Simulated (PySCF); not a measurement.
[B(CN)H3]-, CH3BN (charge -1).
SMILES: `[H][B-]([H])([H])C#N`

The closed-shell ground state was solved at several levels (PySCF, density fitting, gas phase, non-relativistic). Geometry: PBE0-D3(BJ)/def2-SVP; no solvent, vibrations or thermal averaging. The geometry's basis has no diffuse functions, a weakness for an anion. No diffuse functions stand in pcJ-1 and pcSseg-1, which bears on an anion's orbital energies.

| level | basis functions | HOMO (eV) | LUMO (eV) | gap (eV) |
| --- | --- | --- | --- | --- |
| PBE0/def2-SVPD | 84 | -2.79 | 4.63 | 7.42 |
| PBE0/pcSseg-1 | 66 | -2.69 | 6.71 | 9.40 |
| KT2/pcSseg-1 | 66 | -1.38 | 5.74 | 7.12 |

Problem. What might B3LYP/pcJ-1 (111 basis functions) give for the same quantities?

Solution. HOMO -2.50 eV, LUMO 6.45 eV, gap 8.95 eV.

Problem. Over all these levels, which gives the widest orbital gap and which the narrowest?

Solution. PBE0/pcSseg-1 (global hybrid, 25 % exact exchange) has the widest, 9.40 eV, and KT2/pcSseg-1 (GGA) the narrowest, 7.12 eV. The two share the basis. From the narrowest to the widest the HOMO moves by -1.31 eV and the LUMO by +0.97 eV.
